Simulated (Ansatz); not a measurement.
`ClC1=NCO1`, relaxed with RKS PBE0-D4/def2-TZVP in Ansatz 0.2.0 from a PBE-D4/def2-SVP geometry. The force threshold is 0.005 eV/Å; the program also tests the step.

Charge 0, multiplicity 1.

Start:

```xyz
7

Cl    1.404   -1.063    1.975
C     0.436   -0.365    0.758
N    -0.757    0.138    0.768
C    -0.473    0.356   -0.657
O     0.878   -0.247   -0.527
H    -0.392    1.420   -0.961
H    -1.096   -0.240   -1.355
```

(1) By how much does the energy fall, and how many steps does the optimiser take? (Best estimate.)

(2) Which bonds change most? (An estimate is asked.)

(3) Give the relaxed structure. (Estimate.)

## Answers

(1) Computed: 0.04 eV, in 4 steps.

(2) Computed: Cl1–C2 from 1.704 to 1.684 Å; C4–H7 from 1.109 to 1.090 Å; C4–H6 from 1.109 to 1.090 Å; C2–N3 from 1.295 to 1.276 Å.

(3) Computed: 
```xyz
7

Cl    1.388   -1.052    1.955
C     0.432   -0.362    0.752
N    -0.743    0.134    0.761
C    -0.470    0.355   -0.659
O     0.867   -0.244   -0.520
H    -0.390    1.402   -0.950
H    -1.084   -0.235   -1.339
```
